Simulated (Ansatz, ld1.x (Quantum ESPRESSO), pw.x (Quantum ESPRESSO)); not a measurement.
What a changed setting does to a pw.x run (fcc Ta)

Potential: PAW, ld1.x (Quantum ESPRESSO) 7.5, PBEsol; core [Kr] 4d10 4f14, reference 5s2 5p6 5d3 6s2 6p0; waves: 5s (bound): rcut 1.40, rcutus 1.90 bohr; 6s (bound): rcut 1.40, rcutus 1.90 bohr; 5p (bound): rcut 2.45, rcutus 2.60 bohr; 6p (bound, empty): rcut 2.45, rcutus 2.60 bohr; 5d (bound): rcut 1.30, rcutus 1.60 bohr; 5d channel at 0.1 Ry: rcut 1.30, rcutus 1.60 bohr; local part: all-electron potential smoothed inside 1.30 bohr (lloc = -1); core correction: a·sin(br)/r model core inside 1.55 bohr; augmentation: PSQ, inside the norm-conserving radii.

The reference run (k-mesh 14³, cutoffs 55/440 Ry, Fermi–Dirac 0.01 Ry, mixing_beta 0.4, conv_thr 1e-9, no spin) gives -3.47 GPa at 18.281 Å³/atom, where all-electron LAPW gives -0.64 GPa. This run, with its own iteration cap, changes smearing to mp.

```
&control
  calculation='scf', prefix='x', pseudo_dir='./', outdir='./tmp', tstress=.true., disk_io='none'
/
&system
  ibrav=0, nat=1, ntyp=1, ecutwfc=55, ecutrho=440, nbnd=14,
  occupations='smearing', smearing='mp', degauss=0.01
/
&electrons
  conv_thr=1e-09, mixing_beta=0.4, electron_maxstep=50
/
ATOMIC_SPECIES
Ta 1.0 Ta.UPF
CELL_PARAMETERS angstrom
  0.00000000 2.09085212 2.09085212
  2.09085212 0.00000000 2.09085212
  2.09085212 2.09085212 0.00000000
ATOMIC_POSITIONS crystal
Ta 0.0000 0.0000 0.0000
K_POINTS automatic
14 14 14 0 0 0
```

```bash
pw.x < Ta.scf.in > Ta.scf.out
```

How does the run end?

It converges in 9 iterations; the free energy moves by +37.5 meV/atom and the pressure by -0.39 GPa. This scheme is built to cancel the term in the square of the width that Fermi–Dirac smearing leaves in the F of a metal.

```
Message from routine setup:
     using ibrav=0 with symmetry is DISCOURAGED, use correct ibrav instead
     lattice parameter (alat)  =       5.5878  a.u.
     unit-cell volume          =     123.3663 (a.u.)^3
     number of electrons       =        13.00
     number of Kohn-Sham states=           14
     kinetic-energy cutoff     =      55.0000  Ry
     charge density cutoff     =     440.0000  Ry
     scf convergence threshold =      1.0E-09
     Exchange-correlation= SLA  PW   PSX  PSC
     number of k points=   104  Methfessel-Paxton smearing, width (Ry)=  0.0100
     iteration #  1     ecut=    55.00 Ry     beta= 0.40
     total energy              =    -717.86114440 Ry
     estimated scf accuracy    <       0.02822165 Ry
     iteration #  2     ecut=    55.00 Ry     beta= 0.40
     total energy              =    -717.86212140 Ry
     estimated scf accuracy    <       0.00526742 Ry
     iteration #  3     ecut=    55.00 Ry     beta= 0.40
     total energy              =    -717.86315496 Ry
     estimated scf accuracy    <       0.00064010 Ry
     [... 3 iterations left out ...]
     iteration #  7     ecut=    55.00 Ry     beta= 0.40
     total energy              =    -717.86323607 Ry
     estimated scf accuracy    <       0.00000009 Ry
     iteration #  8     ecut=    55.00 Ry     beta= 0.40
     total energy              =    -717.86323608 Ry
     estimated scf accuracy    <          1.2E-09 Ry
     iteration #  9     ecut=    55.00 Ry     beta= 0.40
     the Fermi energy is    18.0535 ev
!    total energy              =    -717.86323608 Ry
     estimated scf accuracy    <          5.0E-10 Ry
     smearing contrib. (-TS)   =       0.00000974 Ry
     The total energy is F=E-TS. E is the sum of the following terms:
     one-electron contribution =     -12.57861065 Ry
     hartree contribution      =      16.09607864 Ry
     xc contribution           =     -16.38024456 Ry
     ewald contribution        =     -98.05298059 Ry
     one-center paw contrib.   =    -606.94748866 Ry
     convergence has been achieved in   9 iterations
          total   stress  (Ry/bohr**3)                   (kbar)     P=      -38.57
     Message from routine punch:
     Nothing written, as per user request (disk_io='none')
```

The run took about 28 s on one core of a shared host (Neoverse-V1, 32 threads, 247 GiB, load 11).
